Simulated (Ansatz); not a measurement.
**Structure optimisation: cobalt, hcp**

Method: DFT, revPBE, plane waves (420 eV) with PAW, scalar-relativistic (Ansatz). The PAW files were generated under PBE, with cores re-solved for the functional.

k-point mesh 14×14×8, Fermi-Dirac smearing 0.05 eV, starting moments 1.70 ×2 μB. Cell and atoms relax.

Starting structure:

```
Co
1.0
     2.50710    0.00000    0.00000
    -1.25355    2.17121    0.00000
     0.00000    0.00000    4.06860
Co
2
Direct
  0.33333 0.66667 0.25000
  0.66667 0.33333 0.75000
```

Problem. The pressure at the start is 0.2 GPa. By how much does the volume change?

Solution. From 11.07 to 11.09 Å³ per atom, 0.1 %. The final cell has a = 2.512 Å, c = 4.056 Å (c/a = 1.615).

Problem. How much energy does the relaxation gain?

Solution. 0.2 meV per atom.

Path of the relaxation (the plane waves are chosen anew near the end, which can shift the energy a little):

| step | E − E(final) (meV/atom) | V (Å³/atom) | P (GPa) | max force (eV/Å) |
| --- | --- | --- | --- | --- |
| 0 | 0.17 | 11.074 | 0.23 | 0.000 |
| 1 | 0.06 | 11.081 | 0.10 | 0.000 |
| 2 | 0.01 | 11.085 | 0.03 | 0.000 |
| 3 | 0.00 | 11.085 | 0.03 | 0.000 |

Problem. Which magnetic state does it end in?

Solution. ferromagnetic, net 1.64 μB per atom; moments 1.72 ×2 μB.
